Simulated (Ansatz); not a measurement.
`CCF` + `CC(O)F` → `CC(F)OCF` + CH₄ at 400 K and 1 bar (substitution at a C–C bond).

Calculated with Ansatz (gas phase, PBE0-D4/def2-TZVP geometries, no zero-point term in ΔE). CCSD(T)/CBS adds triple-zeta CCSD(T) − MP2 to the extrapolated MP2 energy (def2 sets, frozen cores). This one scheme is used for every species. One conformer a species, not always the lowest.

| species | CCSD(T)/CBS energy (Eh) | H − E (kJ/mol) | S (J/(mol·K)) |
| --- | --- | --- | --- |
| `CCF` | -178.90141 | 197.7 | 282.3 |
| `CC(O)F` | -254.08332 | 214.6 | 309.8 |
| `CC(F)OCF` | -392.52005 | 278.9 | 371.4 |
| CH₄ | -40.46206 | 131.3 | 197.2 |

H − E and S are ideal-gas, rigid-rotor, harmonic terms from PBE0-D4/def2-TZVP, for one conformer and one mirror image of each species. 1 Eh = 2625.50 kJ/mol, R = 8.31446 J/(mol·K).

Q: By hand: ΔE, ΔH, ΔS and ΔG.

A: ΔE = (-392.52005) + (-40.46206) − (-178.90141) − (-254.08332) = 0.00262 Eh = 6.9 kJ/mol. Δ(H − E) = 278.9 + 131.3 − 197.7 − 214.6 = -2.1, so ΔH = 4.8 kJ/mol. ΔS = 371.4 + 197.2 − 282.3 − 309.8 = -23.5 J/(mol·K). ΔG = 4.8 − 400 × (-23.5)/1000 = 14.2 kJ/mol.

Q: By hand: the equilibrium constant, and the temperature at which ΔG would vanish if ΔH and ΔS stayed fixed.

A: log₁₀ K = −ΔG/(RT ln 10) = -1.9. ΔH and −TΔS have one sign here, so there is no such temperature. One of them is within its doubt of zero, so this could turn.

TΔS isn't small against ΔH here. A doubt of 5 kJ/mol in ΔE shifts log₁₀ K by 0.7 here. Other conformers and mirror images would add mixing entropy, several J/(mol·K) or more a flexible species. These are equilibria of isolated gas molecules and say nothing of rates. Largest T1 diagnostic: 0.011 (customary marks: 0.02 for closed shells, 0.045 for open ones).
